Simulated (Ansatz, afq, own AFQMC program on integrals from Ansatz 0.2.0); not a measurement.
## AFQMC, coupled cluster and functionals along a coordinate of BH$_{4}$⁺, triplet

```xyz
5

B     0.0000    0.0000    0.0000
H     0.4725    0.4863    1.0573
H    -0.4858   -0.4709    1.0582
H    -0.4719    0.4714   -1.0643
H     0.4852   -0.4868   -1.0513
```

All coordinates are scaled about the centre. Energies in kcal/mol count from this geometry (1.000) at the same level; the start stands on UHF, each point on the determinant named.

Basis cc-pVDZ. Noble-gas cores (and the filled d shells of Ga–Kr and In–Xe) are frozen. Ansatz 0.2.0 and our own AFQMC program on the same integrals; the CISD trial comes from CCSD amplitudes, and released means the phaseless constraint is let go. Error bars are statistical, one sigma.

Cautions, each for one point or more: a spin-contaminated unrestricted determinant lies lower; cluster runs in doubt by the program's own checks; lower spins were not checked; strong correlation; the next higher spin lies close; unrestricted determinant spin contaminated.

```tsv
scale of all distances	det.	T1	weight	⟨S²⟩	r2SCAN	PBE	CCSD(T)
0.893	UHF	0.010	0.95	2.01	21.9	24.2	22.8
1.106	UHF	0.015	0.93	2.01	10.2	8.0	10.0
1.298	UHF	0.031	0.90	2.04	63.1	57.7	63.0
1.492	UHF	0.078	0.79	2.24	126.0	118.4	123.4
1.751	UHF	0.064	0.82	3.10	181.9§	179.9§	180.0
2.007	ROHF†	0.078	0.56	pure	204.0§	198.5§	188.8
```

Q: Estimate the curve of full CI, counted from the same start.

A: 
```tsv
scale of all distances	det.	T1	weight	⟨S²⟩	FCI	ph-AFQMC/CISD	released AFQMC	CCSDT(Q)
0.893	UHF	0.010	0.95	2.01	22.9	22.9 ± 0.02	22.9 ± 0.03	22.9
1.106	UHF	0.015	0.93	2.01	9.9	10.1 ± 0.08	9.9 ± 0.03	9.9
1.298	UHF	0.031	0.90	2.04	62.4	63.0 ± 0.06	–	62.4
1.492	UHF	0.078	0.79	2.24	121.9	123.4 ± 0.1	–	121.9
1.751	UHF	0.064	0.82	3.10	173.9	177.6 ± 0.09	–	173.9
2.007	ROHF†	0.078	0.56	pure	189.9	193.2 ± 0.2	–	189.8
```

Weight is that of the determinant in the CISD state; at the start T1 is 0.012 and the weight 0.94, and ⟨S²⟩ is 2.01. A dagger marks points whose determinant fills other symmetries than the start's, so the wave-function levels may follow another state there, or a degenerate partner. Symmetry can't show for every point that it stays on the start's state. A dash marks a missing value, a released energy that hasn't settled or a functional that sits on another state. § marks a functional whose ⟨S²⟩ is too high by over 0.1. Largest departures from full CI: CCSD(T) 6.1 kcal/mol at 1.751 (on UHF), ph-AFQMC/CISD 3.7 kcal/mol at 1.751 (on UHF), released AFQMC 0.0 kcal/mol at 1.106 (on UHF) (within the noise), CCSDT(Q) -0.1 kcal/mol at 2.007 (on ROHF), r2SCAN 4.1 kcal/mol at 1.492, PBE -4.7 kcal/mol at 1.298. Functionals count only at points shown to share the start's state and spin. In this small basis the wave-function levels are far from their limit, so their gap to the functionals isn't the functionals' error.

CCSDT and higher add their correlation energy to the determinant of the CCSD(T) run, since their own runs factorise the integrals more tightly (a shift of under 2 meV). A walk keeps the symmetry of its determinant, which the program's search chose and which needn't be the lowest solution, so a lower state of the same spin and another symmetry isn't excluded. Released energies are given only where the last usable release times agree within the noise; a slower fall can still hide under it.
